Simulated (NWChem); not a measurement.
System: methanethiol (CH4S); SMILES CS

All runs: NWChem. Pople sets run with spherical d functions. Geometry: optimised at PBE0/def2-SVP. Ions are spin-unrestricted doublets at the neutral geometry; other ion states weren't tried. Functional: LC-ωPBE (HJS hole) with 6-31G*; rows give the range parameter ω in 1/bohr.

```json
[
 {"range parameter (1/bohr)": "0.05", "vertical ionisation energy, ΔSCF (eV)": "9.26", "−ε(HOMO) (eV)": "6.15", "ΔSCF minus −ε(HOMO) (eV)": "3.11"},
 {"range parameter (1/bohr)": "0.10", "vertical ionisation energy, ΔSCF (eV)": "9.28", "−ε(HOMO) (eV)": "6.87", "ΔSCF minus −ε(HOMO) (eV)": "2.41"},
 {"range parameter (1/bohr)": "0.25", "vertical ionisation energy, ΔSCF (eV)": "9.39", "−ε(HOMO) (eV)": "8.55", "ΔSCF minus −ε(HOMO) (eV)": "0.84"},
 {"range parameter (1/bohr)": "0.50", "vertical ionisation energy, ΔSCF (eV)": "9.52", "−ε(HOMO) (eV)": "9.93", "ΔSCF minus −ε(HOMO) (eV)": "-0.41"},
 {"range parameter (1/bohr)": "0.80", "vertical ionisation energy, ΔSCF (eV)": "9.53", "−ε(HOMO) (eV)": "10.47", "ΔSCF minus −ε(HOMO) (eV)": "-0.94"}
]
```
